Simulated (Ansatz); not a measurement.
Molecule: C$_{2}$H$_{2}$ (charge -1, doublet). 
Coordinates optimised at B3LYP-D3(BJ)/def2-TZVP (Ansatz, an electronic-structure program):
```xyz
4

C     -0.6277     0.1375    -0.1172
C      0.5703    -0.0237     0.3175
H     -1.1137    -0.1685    -1.0675
H      1.4580    -0.5144    -0.1343
```
Charge -1, spin multiplicity 2.

Basis-set convergence of Hartree-Fock and CCSD(T) correlation energies (hartree) with Ansatz. Cores are frozen in the correlated levels unless marked. Open shells are spin-unrestricted. Spin-orbit coupling is left out. No relativistic terms.

```csv
basis,functions,E(HF),"E(corr, CCSD(T))"
aug-cc-pVDZ,64,-76.74698,-0.31461
aug-cc-pVTZ,138,?,?
```

Question: Fill in the missing entries.

Answer: 
- aug-cc-pVTZ, E(HF): -76.76459
- aug-cc-pVTZ, E(corr, CCSD(T)): -0.36557
